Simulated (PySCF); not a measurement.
Isomers of C5H9N, mass 83.073 u with the commonest isotopes. Computed with PBE0/pcSseg-1 in PySCF (dipole) on a GFN2-xTB geometry, gas phase. One conformer each, none proved a minimum here; rigid rotors.

Task: Order these by rotational constant B, largest first.
A. `[CH2:1]=[C:2]1[CH2:3][C@@H:4]1[NH:5][CH3:6]` with C3–C4–N5–C6 92°
B. `[H]/[N:1]=[CH:2]\[CH:3]1[CH2:4][CH2:5][CH2:6]1` with N1–C2–C3–C4 27°, C2–C3–C4–C5 130°, C3–C4–C5–C6 -10°, C4–C5–C6–C3 10°, C2–C3–C6–C5 -132°
C. `CC(C)(C)C#N`
D. `[CH2:1]=[C:2]([CH3:3])[C@@H:4]1[CH2:5][NH:6]1` with C1–C2–C4–C5 42°
E. `CC(C)([N+]#[C-])C`

Result: E (2987 MHz), C (2814 MHz), D (2651 MHz), B (2550 MHz), A (2158 MHz).

Task: Order these by rotational constant A, largest first.
A. `[C-]#[N+]C(C)(C)C`
B. `[H]/[N:1]=[CH:2]\[CH:3]1[CH2:4][CH2:5][CH2:6]1` with N1–C2–C3–C4 27°, C2–C3–C4–C5 130°, C3–C4–C5–C6 -10°, C4–C5–C6–C3 10°, C2–C3–C6–C5 -132°
C. `[CH2:1]=[C:2]([CH3:3])[C@@H:4]1[CH2:5][NH:6]1` with C1–C2–C4–C5 42°
D. `[CH2:1]=[C:2]1[CH2:3][C@@H:4]1[NH:5][CH3:6]` with C3–C4–N5–C6 92°

Result: D (9211 MHz), B (8144 MHz), C (6896 MHz), A (4542 MHz).

Task: Order these by radius of gyration √(Σ m r²/M), largest first.
A. `[H]/[N:1]=[CH:2]\[CH:3]1[CH2:4][CH2:5][CH2:6]1` with N1–C2–C3–C4 27°, C2–C3–C4–C5 130°, C3–C4–C5–C6 -10°, C4–C5–C6–C3 10°, C2–C3–C6–C5 -132°
B. `CC(C)(C)C#N`
C. `[CH2:1]=[C:2]1[CH2:3][C@@H:4]1[NH:5][CH3:6]` with C3–C4–N5–C6 92°
D. `[C-]#[N+]C(C)(C)C`

Result: C (1.831 Å), A (1.724 Å), B (1.683 Å), D (1.645 Å).

```json
{"SMILES": "[H]/N=C\\C1CCC1", "point group": "C1", "Ia (u·Å²)": "62.05", "Ib (u·Å²)": "198.22", "Ic (u·Å²)": "233.30", "κ": "-0.87", "μa (D)": "2.46", "μb (D)": "0.11", "μc (D)": "0.83"}
{"SMILES": "[C-]#[N+]C(C)(C)C", "point group": "C3v", "Ia (u·Å²)": "111.26", "Ib (u·Å²)": "169.18", "Ic (u·Å²)": "169.20", "κ": "-1.00", "μa (D)": "3.92", "μb (D)": "0.00", "μc (D)": "0.00"}
{"SMILES": "C=C(C)[C@@H]1CN1", "point group": "C1", "Ia (u·Å²)": "73.29", "Ib (u·Å²)": "190.63", "Ic (u·Å²)": "225.51", "κ": "-0.82", "μa (D)": "1.07", "μb (D)": "0.29", "μc (D)": "0.97"}
{"SMILES": "C=C1C[C@@H]1NC", "point group": "C1", "Ia (u·Å²)": "54.86", "Ib (u·Å²)": "234.15", "Ic (u·Å²)": "268.27", "κ": "-0.93", "μa (D)": "0.62", "μb (D)": "0.20", "μc (D)": "0.84"}
{"SMILES": "CC(C)(C)C#N", "point group": "C3v", "Ia (u·Å²)": "111.29", "Ib (u·Å²)": "179.61", "Ic (u·Å²)": "179.66", "κ": "-1.00", "μa (D)": "4.07", "μb (D)": "0.00", "μc (D)": "0.00"}
```
